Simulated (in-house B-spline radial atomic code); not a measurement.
Values are calculated unless marked as measured or tabulated.
## Al ion on C atom: potential, deflection and energy transfer

The pair potential comes from two frozen, spherical free-atom densities (PBE, B-spline radial code, scalar-relativistic past argon): electrostatics plus the change in Thomas-Fermi kinetic and Dirac exchange energy where they overlap, the recipe behind the universal ZBL potential, which averages such potentials (from solid-state densities) over many pairs. It is written V = (Z1 Z2 e²/r) φ(r/a), with e² = 14.3996 eV·Å and a = 0.46850 Å/(Z1^0.23 + Z2^0.23); ZBL's fit is φ = 0.18175 e^(−3.1998x) + 0.50986 e^(−0.94229x) + 0.28022 e^(−0.4029x) + 0.02817 e^(−0.20162x). Where φ falls below 4e-4 it is continued as an exponential.

Masses 26.98 and 12.01 u.

```json
{"x = r/a": "0.1", "φ, this pair": "0.9053", "φ, ZBL": "0.8928"}
{"x = r/a": "0.5", "φ, this pair": "0.6431", "φ, ZBL": "0.6096"}
{"x = r/a": "1.5", "φ, this pair": "0.3291", "φ, ZBL": "0.2995"}
{"x = r/a": "3", "φ, this pair": "0.1462", "φ, ZBL": "0.1292"}
{"x = r/a": "5", "φ, this pair": "0.0632", "φ, ZBL": "0.05224"}
{"x = r/a": "8", "φ, this pair": "0.02046", "φ, ZBL": "0.01705"}
{"x = r/a": "12", "φ, this pair": "0.004051", "φ, ZBL": "0.00474"}
{"x = r/a": "17", "φ, this pair": "0.0006268", "φ, ZBL": "0.001212"}
```

Question: At x = 1 the electrostatic, kinetic and exchange parts are 2618.89, 1036.08 and -68.7 eV. Find r, V and φ.

Answer: a = 0.46850/(1.8039 + 1.5100) = 0.14138 Å, so r = 0.14138 Å. V = 2618.89 + 1036.08 + (-68.7) = 3586.27 eV. The bare repulsion is 13 × 6 × 14.3996/0.14138 = 7944.6 eV, so φ = 0.4514, +8.4 % against ZBL's 0.4164. The kinetic (Pauli) term is 29 % of V here.

Question: The ion comes in at 25.79 keV with impact parameter 0.0707 Å. The scattering integral gives a centre-of-mass angle of 65.59° and a closest approach of 0.8172 a. What are the reduced energy, the energy passed on and the laboratory angles?

Answer: ε = E a M2/(Z1 Z2 e² (M1 + M2)) = 25790 × 3.8772e-05 = 1. The most that one collision can pass on is γE with γ = 4 M1 M2/(M1 + M2)² = 0.8526. Here T = γE sin²(θ/2) = 0.8526 × 25790 × 0.2934 = 6451 eV. The ion turns by arctan(sin θ/(cos θ + M1/M2)) = 18.9°, and the struck atom leaves at (180° − θ)/2 = 57.2°. The closest approach is 0.116 Å. With ZBL the angle would be 63.04° and T = 6010 eV.
